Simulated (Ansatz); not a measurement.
Total energies of H4N2Si, SMILES `N[Si]N`.

```xyz
7

N    -0.514   -1.166   -0.329
Si    0.771   -0.549    0.625
N     0.559    1.134    0.366
H    -0.668   -2.159   -0.391
H    -1.184   -0.646   -0.876
H    -0.142    1.590   -0.199
H     1.178    1.796    0.804
```

The species carries charge 0 and has multiplicity 1. The structure was optimised at the PBE0-D4/def2-TZVP level. It is one conformer, not always the lowest. Basis def2-TZVPP, Ansatz 0.2.0.

RPA on PBE orbitals: Hartree–Fock energy of these orbitals -400.22430 Eh, correlation -0.87445 Eh (frozen core).

| functional | energy without D4 (Eh) | D4 term (kJ/mol) |
| --- | --- | --- |
| LDA (SPW92) | -399.43009 | – |
| PBE | -401.21629 | -11.0 |
| revPBE | -401.40370 | -36.4 |
| PBE0 | -401.24758 | -9.1 |
| B3LYP | -401.52539 | -17.9 |
| r2SCANh | -401.40013 | -2.6 |
| HSE06 (plane-wave form) | -401.23540 | -8.4 |
| BHLYP | -401.43523 | -13.3 |
| CAM-B3LYP | -401.45969 | -9.1 |
| LC-ωPBE | -401.33496 | – |
| ωB97X-V | -401.41400 | – |
| ωB97M-V | -401.43976 | – |
| B2PLYP | -401.29452 | – |
| PBE-QIDH | -401.14539 | – |

Question: Give the same for BLYP, r2SCAN, B97M-V, r2SCAN0. (Estimate.)

Answer: Ansatz gave: 
| functional | energy without D4 (Eh) | D4 term (kJ/mol) |
| --- | --- | --- |
| BLYP | -401.46593 | -25.0 |
| r2SCAN | -401.40825 | -2.5 |
| B97M-V | -401.40531 | – |
| r2SCAN0 | -401.38867 | -2.9 |

B3LYP takes the VWN-RPA correlation (the form of Gaussian; ORCA's B3LYP/G). HSE06 is the plane-wave form, built on full-range PBE exchange. The double hybrids freeze the cores in their second-order part.

LC-ωPBE has ω = 0.4 bohr⁻¹.
